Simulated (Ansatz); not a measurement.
**C₂HClF radical: an energy map over bond length C2–F3 and bond length C2–Cl4**

Aim: map the energy of C₂HClF, SMILES [CH]=C(F)Cl, spin multiplicity 2 over two coordinates, and find its wells, ridges and stiffness.

The runs use Ansatz 0.2.0; UKS PBE-D4/def2-TZVP.

## (1) Starting geometry

SMILES `[CH]=C(F)Cl`, 5 atoms, charge 0, spin multiplicity 2.

Atoms are counted from 1 here; the program's logs count them from 0.

Bond lengths: C1–C2 1.319 Å, C1–H5 1.092 Å, C2–F3 1.341 Å, C2–Cl4 1.737 Å. Angles: C2–C1–H5 143.0°, C1–C2–F3 125.0°, C1–C2–Cl4 122.9°, F3–C2–Cl4 112.1°.

Geometry (Å):

```
C     0.8004    0.1390    0.5144
C    -0.2774   -0.1300   -0.1973
F    -1.2103    0.7661   -0.5508
Cl   -0.6442   -1.7215   -0.7883
H     1.3315    0.9464    1.0219
```

This geometry comes from a loose relaxation at PBE in a small basis, which is not shown.

## (3) Setting up the map

First coordinate, bond length C2–F3: 13 values from 1.137 to 1.760 Å. Second coordinate, bond length C2–Cl4: 13 values from 1.449 to 2.243 Å.

Nothing else is relaxed (all other coordinates rigid). Energies count from the relaxed molecule at the same level. Points are written as (first, second).

(The set-up runs are not shown.)

## (4) Grid point (1.760 Å, 1.978 Å)

input.yaml

```yaml
crystal:
  periodic: [false, false, false]
  atoms:
    - { symbol: C, position_ang: [0.795295, 0.143344, 0.512481] }
    - { symbol: C, position_ang: [-0.268024, -0.137282, -0.193015] }
    - { symbol: F, position_ang: [-1.491403, 1.040017, -0.656598] }
    - { symbol: Cl, position_ang: [-0.697259, -1.944692, -0.872361] }
    - { symbol: H, position_ang: [1.323955, 0.939498, 1.015589] }
magnetization:
  spin_polarized: true
  initial_magnetization: 1
basis:
  gaussian: { orbitals: def2-TZVP }
hamiltonian:
  xc: pbe
  dispersion: d4
output:
  forces: true
```

On the command line:

```console
$ ansatz run input.yaml --threads 1 --pin off --max-ram 2560MiB --backend cpu --events-out ev --progress --plain --runs-dir out
```

The session goes on with these runs: all other points of the grid.

**Question.** What will these runs give? Wanted: lowest point; highest computed point; dipole moment; largest force on an atom.

As calculated:

| quantity | value |
| --- | --- |
| lowest point | (1.344 Å, 1.714 Å), 0.33 kJ/mol |
| highest computed point | (1.137 Å, 1.449 Å), 308 kJ/mol above the lowest |
| dipole moment (D) | 0.01 at (1.241 Å, 1.449 Å) to 3.14 at (1.137 Å, 2.243 Å); 0.98 at the lowest point |
| largest force on an atom (eV/Å) | 0.4 at (1.344 Å, 1.714 Å) to 18.1 at (1.137 Å, 1.449 Å); 0.4 at the lowest point |
| time for the whole task | 16 min on 1 thread, shared host |

**Reading.** The lowest computed point is at (1.344 Å, 1.714 Å), 0.33 kJ/mol from the relaxed molecule at the same level. No other kind of well shows on this grid. The highest computed point, (1.137 Å, 1.449 Å), lies 308 kJ/mol above the lowest. Round the minimum the valley is somewhat tilted: raising bond length C2–F3 shifts the best value of bond length C2–Cl4 downwards (coupling k₁₂/√(k₁₁k₂₂) about 0.1).
